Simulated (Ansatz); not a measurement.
Basis sets compared for the cluster Li₃H₂. Charge 0, multiplicity 2. Geometry PBE-D4/def2-TZVP. Ansatz on 4 threads of Arm Neoverse V1 on a shared host; times are rough, and most runs start from earlier orbitals.

```csv
atom,x (Å),y (Å),z (Å)
Li1,-0.185,-0.538,1.820
Li2,1.101,1.557,0.048
Li3,-0.478,-0.541,-0.986
H4,0.450,0.840,-1.357
H5,-0.888,-1.319,0.474
```

The structure comes from a short search, and lower isomers may exist.

Binding counts from free atoms (Li doublet, H doublet) in the same basis, without a counterpoise term.

```
              level  functions  energy (Eh)  HOMO (eV)  LUMO (eV)  binding per atom (eV)  wall time
    PBE-D4/def2-SVP         37     -23.6435      -2.79      -1.33                   1.55      0.4 s
   PBE-D4/def2-TZVP         54     -23.6626      -2.90      -1.44                   1.51     0.45 s
r2SCAN-D4/def2-TZVP         54     -23.7202      -2.97      -1.21                   1.53        1 s
   PBE0-D4/def2-SVP         37     -23.6614      -3.43      -0.75                   1.54      0.4 s
  PBE0-D4/def2-TZVP         54     -23.6791      -3.55      -0.83                   1.50     0.61 s
```

(1) Estimate the rows for PBE-D4/def2-TZVPD, r2SCAN-D4/def2-TZVPD, PBE0-D4/def2-TZVPD.

## Answers

(1) 
```csv
level,functions,energy (Eh),HOMO (eV),LUMO (eV),binding per atom (eV),wall time
PBE-D4/def2-TZVPD,69,-23.6646,-2.87,-1.42,1.52,0.65 s
r2SCAN-D4/def2-TZVPD,69,-23.7225,-2.93,-1.26,1.55,1.4 s
PBE0-D4/def2-TZVPD,69,-23.6814,-3.51,-0.83,1.51,0.6 s
```
